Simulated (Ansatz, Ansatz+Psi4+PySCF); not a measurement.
```xyz
3

C     0.0000    0.0000   -0.1653
H     0.0000    0.7929    0.4958
H     0.0000   -0.7929    0.4958
```

Basis set: cc-pVTZ (spherical functions). Left uncorrelated: 1 orbital. Charge 0, multiplicity 1.

Computed with Ansatz (development build ahead of 0.2.0); each method stands on the lowest determinant of its kind that the runs found. Restricted open shells among the atoms or ions are ROHF, correlated in semicanonical orbitals with singles.

Task: Give the atomization energy at this shape (free ground-state atoms in the same class of orbitals less the molecule, no zero-point energy) of singlet CH₂ by RHF-MP2, RHF.

Result:

```json
{"method": "RHF-MP2", "atomization energy": "7.24 eV"}
{"method": "RHF", "atomization energy": "5.44 eV"}
```

Caution: another spin multiplicity may lie lower; in another basis set an unrestricted determinant lies well below; the shape is not the minimum.
